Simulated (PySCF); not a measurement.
Two structures of BH$_{3}$SO, singlet, reached by relaxing down either side of one saddle point (PBE0-D4/def2-TZVP). Energies are electronic, without zero-point energy. Computed with PySCF 2.14 with density fitting (its default auxiliary sets; JK sets also for MP2 and CCSD(T)) (basis: def2-TZVPP and def2-QZVPP); correlated methods freeze the cores. Extrapolation: Hartree–Fock as exp(−7.88 √X), correlation as X^−2.97. First:

B1  (-0.049, 0.597, -0.249)
S2  (1.129, 0.111, 1.034)
O3  (-0.962, -0.202, -0.842)
H4  (-0.968, -1.112, -0.535)
H5  (0.004, 1.739, -0.593)
H6  (0.782, -1.184, 1.151)
(Å)

Second:

B1  (-0.855, 1.163, -0.647)
S2  (1.396, -0.859, 0.734)
O3  (-1.269, 0.290, -1.360)
H4  (0.672, -1.311, -0.303)
H5  (-0.488, 2.049, 0.026)
H6  (0.525, -1.351, 1.628)
(Å)

**Question.** Which bonds change from the first to the second?

**Answer.** BH₃SO ([OH][BH][SH]) → BHO ([BH][O]) + H₂S; bonds formed: S2–H4; bonds broken: B1–S2, O3–H4.

**Question.** Give the saddle point's structure and its height above each. (Judge from chemistry; the value comes from the calculation.)

**Answer.** By the calculation: 2.153 eV above the first and 1.048 eV above the second (CCSD(T) at an estimated basis limit (MP2 extrapolated from triple and quadruple zeta, plus CCSD(T) − MP2 in triple zeta)).
```csv
atom,x (Å),y (Å),z (Å)
B1,-0.3576,0.7288,-0.3145
S2,1.1471,-0.5721,0.5085
O3,-0.8278,-0.0428,-1.2004
H4,0.1766,-0.8873,-0.6165
H5,-0.4472,1.8095,0.1716
H6,0.3089,-1.0361,1.4513
```

The T1 diagnostic stays at or below 0.019.

Labels in which every atom is bracketed show which atoms are joined, not bond orders.

For scale, one of the runs: CCSD(T)/def2-TZVPP, 146 basis functions, launched by `OMP_NUM_THREADS=4 python run.py`. Hardware: 4 CPU threads of an Arm Neoverse N1, shared host. Wall time 100 s; peak host memory 0.88 GiB.
